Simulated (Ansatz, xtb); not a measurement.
## Relative energy of two isomers of C3H7NO

Structure X: `C[C@@H]1O[C@H]1N`, a singlet. Structure Y: `C[C@@]1(N)CO1`, a singlet. Both are isolated molecules in the gas phase, relaxed with PBE-D3(BJ)/def2-SVP; the shapes shown needn't be the lowest conformers.

X (Å):

```yaml
atoms:
  - { symbol: C, position_ang: [-0.7599, -0.6745, -2.1316] }
  - { symbol: C, position_ang: [-0.6201, -0.3091, -0.6754] }
  - { symbol: C, position_ang: [0.6750, -0.1462, 0.0003] }
  - { symbol: N, position_ang: [0.8690, -0.4837, 1.3598] }
  - { symbol: O, position_ang: [-0.1230, 1.0112, -0.3766] }
  - { symbol: H, position_ang: [-0.9147, -1.7665, -2.2526] }
  - { symbol: H, position_ang: [-1.6318, -0.1560, -2.5812] }
  - { symbol: H, position_ang: [0.1429, -0.3784, -2.7009] }
  - { symbol: H, position_ang: [-1.4748, -0.6236, -0.0368] }
  - { symbol: H, position_ang: [1.5976, -0.2579, -0.6027] }
  - { symbol: H, position_ang: [0.0117, -0.3340, 1.9045] }
  - { symbol: H, position_ang: [1.6056, 0.0949, 1.7819] }
```

Y (Å):

```xyz
12

C    -0.7643    0.7937   -0.1281
C    -0.0240   -0.4753   -0.4857
C     1.2086   -0.4338   -1.2893
N    -0.8583   -1.6259   -0.5353
O     1.2950   -0.5934    0.1332
H    -1.5756    0.9933   -0.8555
H    -1.2222    0.6975    0.8792
H    -0.0713    1.6545   -0.1034
H    -0.3041   -2.4740   -0.6983
H    -1.3467   -1.7509    0.3611
H     1.5751    0.5294   -1.6985
H     1.4883   -1.3180   -1.8984
```

Quicker runs give these differences E(Y) − E(X): GFN2-xTB −1.63 kJ/mol; HF/STO-3G −1.64 kJ/mol (at GFN2-xTB geometries); r2SCAN-D4/def2-SVP −0.14 kJ/mol (at GFN2-xTB geometries).

Q: Estimate E(Y) − E(X) at the level CCSD(T)/def2-SVP + ΔMP2/def2-TZVPP.

A: CCSD(T)/def2-SVP + ΔMP2/def2-TZVPP gives E(Y) − E(X) = −1.59 kJ/mol, slightly favouring structure Y, which is too small a margin to settle the true order.

The same difference at several levels:

```
                             level             geometry  E(Y) − E(X) (kJ/mol)  departure from the last row (kJ/mol)  job, with rough time for the two
                          GFN2-xTB             GFN2-xTB                   −1.63                                 −0.03              optimisation, 0.24 s
                         HF/STO-3G             GFN2-xTB                   −1.64                                 −0.05               single point, 0.8 s
                r2SCAN-D4/def2-SVP             GFN2-xTB                   −0.14                                 +1.46               single point, 5.2 s
               PBE-D3(BJ)/def2-SVP  PBE-D3(BJ)/def2-SVP                   +1.56                                 +3.15                optimisation, 42 s
                       HF/def2-SVP  PBE-D3(BJ)/def2-SVP                   +0.79                                 +2.39           part of the CCSD(T) run
                      MP2/def2-SVP  PBE-D3(BJ)/def2-SVP                   −3.08                                 −1.48           part of the CCSD(T) run
                  CCSD(T)/def2-SVP  PBE-D3(BJ)/def2-SVP                   −2.84                                 −1.24                      single point
CCSD(T)/def2-SVP + ΔMP2/def2-TZVPP  PBE-D3(BJ)/def2-SVP                   −1.59                                                      single point, 61 s
```

As drawn, both hold the same kinds of bond in the same numbers.

The largest departure from CCSD(T)/def2-SVP + ΔMP2/def2-TZVPP is that of PBE-D3(BJ)/def2-SVP, 3.15 kJ/mol. The last row adds to CCSD(T) the change of the MP2 difference between the two basis sets, here +1.24 kJ/mol.

With harmonic frequencies from PBE-D3(BJ)/def2-SVP (ideal gas, rigid rotor, one conformer each, 298.15 K, 1 atm): the zero-point term adds −0.82 kJ/mol; ΔH is −2.63 and ΔG −1.79 kJ/mol.

The correlated steps freeze 5 core orbitals. Codes used: Ansatz 0.2.0, xtb 6.7.1; the last row on 2 threads of Intel(R) Xeon(R) Processor @ 2.50GHz (Skylake/Cascade Lake) on a shared host.
